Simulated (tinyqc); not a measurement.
Worked calculation: Hueckel theory of the pi electrons, for the molecule c1ccsc1 (SMILES; centres numbered as the heavy atoms are written). One step of it, computed by the program tinyqc.

Problem. Orbitals. Diagonalise; E = alpha + x beta with beta < 0, so the largest x are filled first; degenerate levels share their electrons. P = sum n_i c_ri c_si; each orbital has its largest coefficient positive (the first on a tie).

Hueckel matrix in units of beta (H = alpha + beta A), lower triangle:
```
          1C        2C        3C        4S        5C
1C  0.000000
2C  1.000000  0.000000
3C  0.000000  1.000000  0.000000
4S  0.000000  0.000000  0.650000  1.000000
5C  1.000000  0.000000  0.000000  0.650000  0.000000
```

pi electrons, sum of z_r less the charge = 6

Give: x values; occupations; coefficients; charge and bond-order matrix P.

Solution.

x values: 1.9474  1.0000  0.6180  -0.9474  -1.6180

occupations: 2.0000  2.0000  2.0000  0.0000  0.0000

coefficients:
```
       MO1      MO2      MO3      MO4      MO5
1C  0.4270  -0.4785  -0.3717  -0.2978   0.6015
2C  0.4270  -0.4785   0.3717  -0.2978  -0.6015
3C  0.4045   0.0000   0.6015   0.5800   0.3717
4S  0.5551   0.7362   0.0000  -0.3872   0.0000
5C  0.4045   0.0000  -0.6015   0.5800  -0.3717
```

charge and bond-order matrix P, lower triangle:
```
         1C       2C       3C      4S      5C
1C   1.0990
2C   0.5462   1.0990
3C  -0.1018   0.7927   1.0509
4S  -0.2306  -0.2306   0.4491  1.7002
5C   0.7927  -0.1018  -0.3963  0.4491  1.0509
```
